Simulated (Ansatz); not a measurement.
## Tetradymite Bi2Se3

Calculation: LDA+SOC (plane waves, PAW; Ansatz, an electronic-structure program).

Settings: plane-wave cutoff 520 eV, 10×10×10 k mesh, Fermi–Dirac smearing 0.01 eV, PAW data made under PBE.

Cell (measured lattice):

Space group R-3m, hexagonal axes (No. 166); a = 4.1430 Å, b = 4.1430 Å, c = 28.6360 Å, α = 90.00°, β = 90.00°, γ = 120.00°

```tsv
atom	site	symmetry	x	y	z
Bi	6c	3m	0.0000	0.0000	0.4008
Se	3a	-3m	0.0000	0.0000	0.0000
Se	6c	3m	0.0000	0.0000	0.2117
```
(The calculation used a cell of 5 atoms; values per cell refer to that cell.)

For tetradymite Bi2Se3, the band gap is 0.24 eV (indirect). The smallest direct gap on the k points sampled is 0.32 eV and the Γ–Γ gap is 0.46 eV.

Measured, for comparison: band gap 0.3 eV (temperature not stated, not corrected to a static lattice; as tabulated in Park and Ryu (2016), arXiv:1610.06451).

Note: cell and atoms aren't relaxed at this level (largest force component 0.19 eV/Å, pressure -1.4 GPa).

It cost very roughly 15 core-minutes of CPU time.
